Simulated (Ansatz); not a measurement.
**How far each method lies from RCCSDT(Q) for SiO, triplet**

Geometry: that of the SiO, singlet, kept fixed. The singlet lies 4.4 eV lower here.

```xyz
2

Si    0.0000    0.0000    0.0000
O     0.0000    0.0000    1.5088
```

Basis cc-pVDZ; Ansatz 0.2.0. Only valence electrons are correlated (noble-gas cores frozen), which leaves 10 electrons in 26 orbitals. R marks a restricted (for open shells ROHF) determinant, U an unrestricted one. Active spaces: valence = (10e, 8o) chosen from the atoms' valence shells.

Full CI isn't at hand for all of this; RCCSDT(Q) serves as the reference, and is uncertain by the last step of the cluster series or more. The frozen core follows each run's orbitals, which can shift R against U totals by a few meV.

HF rows: RHF is the lowest solution found, UHF is the lowest solution found. Coupled cluster chose its determinant by a search with trial CCSD, here up to 0.48 eV above the lowest Hartree–Fock solution of its kind, and MP2 stands on that determinant too.

The UHF ⟨S²⟩ is 2.029 and the ⟨S²⟩ of the determinant under UCCSD is 2.034. The T1 diagnostic (RCCSD) is 0.0518 and the largest doubles amplitude (RCCSD) is 0.081. The T1 diagnostic (UCCSD) is 0.0361.

```json
{"level": "RHF†", "E − E(RCCSDT(Q)) (kJ/mol)": "678.7", "share of correlation (%)": "–", "wall time": "–"}
{"level": "UHF†", "E − E(RCCSDT(Q)) (kJ/mol)": "656.0", "share of correlation (%)": "–", "wall time": "0.72 s"}
{"level": "RMP2", "E − E(RCCSDT(Q)) (kJ/mol)": "49.6", "share of correlation (%)": "93.12", "wall time": "–"}
{"level": "UMP2", "E − E(RCCSDT(Q)) (kJ/mol)": "59.8", "share of correlation (%)": "91.71", "wall time": "–"}
{"level": "RCCSD", "E − E(RCCSDT(Q)) (kJ/mol)": "36.0", "share of correlation (%)": "95.00", "wall time": "–"}
{"level": "UCCSD", "E − E(RCCSDT(Q)) (kJ/mol)": "33.9", "share of correlation (%)": "95.30", "wall time": "–"}
{"level": "RCCSD(T)", "E − E(RCCSDT(Q)) (kJ/mol)": "4.8", "share of correlation (%)": "99.34", "wall time": "2.4 s"}
{"level": "UCCSD(T)", "E − E(RCCSDT(Q)) (kJ/mol)": "6.1", "share of correlation (%)": "99.15", "wall time": "2.3 s"}
{"level": "BCCD(T)", "E − E(RCCSDT(Q)) (kJ/mol)": "6.1", "share of correlation (%)": "99.16", "wall time": "2.6 s"}
{"level": "RCCSDT", "E − E(RCCSDT(Q)) (kJ/mol)": "2.5", "share of correlation (%)": "99.65", "wall time": "–"}
{"level": "UCCSDT", "E − E(RCCSDT(Q)) (kJ/mol)": "2.6", "share of correlation (%)": "99.63", "wall time": "–"}
{"level": "UCCSDT(Q)", "E − E(RCCSDT(Q)) (kJ/mol)": "-1.8", "share of correlation (%)": "100.25", "wall time": "7 s"}
{"level": "CASSCF (valence space)", "E − E(RCCSDT(Q)) (kJ/mol)": "493.1", "share of correlation (%)": "31.63", "wall time": "–"}
{"level": "NEVPT2 (valence space)", "E − E(RCCSDT(Q)) (kJ/mol)": "91.3", "share of correlation (%)": "87.34", "wall time": "2.3 s"}
{"level": "MRCISD (valence space)", "E − E(RCCSDT(Q)) (kJ/mol)": "33.9", "share of correlation (%)": "95.30", "wall time": "–"}
{"level": "MRCISD+Q (valence space)", "E − E(RCCSDT(Q)) (kJ/mol)": "5.2", "share of correlation (%)": "99.29", "wall time": "3.1 s"}
```

A dagger marks rows that describe another state than the reference (another or a broken symmetry, a higher spin or other natural occupations), so the difference holds a gap between states beside the method's error.

The correlation energy at RCCSDT(Q), counted from the determinant under the R cluster runs, is -7.476 eV. That run took 8.5 s on 1 thread of Intel Xeon Platinum 8488C, shared host.

Run but not shown, since their state, orbitals or frozen core can't be matched to the reference's or they repeat it: CISD.

Times hold each run's SCF and search for its determinant on a shared host, so for small cases they say little of a method's own cost; they ran on 1 thread of Intel Xeon Platinum 8488C.

Natural occupations of CASSCF (valence space) about the gap: 1.987 1.959 1.937 1.017 1.012 0.065 0.026; effectively unpaired electrons, Σ n²(2−n)², 2.04.
